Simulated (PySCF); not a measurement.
Working with the constants of MgC

PBE0 constants of MgC, ³Π (triplet), unpaired electrons σ ↑, π ↑, a second solution, started from another occupation (basis Mg 6-311G(d,p), C 6-311G(d,p); no relativity; PySCF 2.14; masses 23.9850 and 12.0000 u):

```
ωe              : 340.4 cm⁻¹
ωexe            : 7.49 cm⁻¹
Be              : 0.38486 cm⁻¹
αe              : 0.00828 cm⁻¹
D (centrifugal) : 1.97e-06 cm⁻¹
```

Problem. Give the vibrational terms G(v) and spacings up to v = 5.

Solution. G(v) = ωe(v+½) − ωexe(v+½)².

| v | G(v) (cm⁻¹) | G(v) − G(v−1) | Bv (cm⁻¹) |
| --- | --- | --- | --- |
| 0 | 168.3 |  | 0.3807 |
| 1 | 493.7 | 325.4 | 0.3724 |
| 2 | 804.2 | 310.4 | 0.3642 |
| 3 | 1099.6 | 295.5 | 0.3559 |
| 4 | 1380.1 | 280.5 | 0.3476 |
| 5 | 1645.6 | 265.5 | 0.3393 |
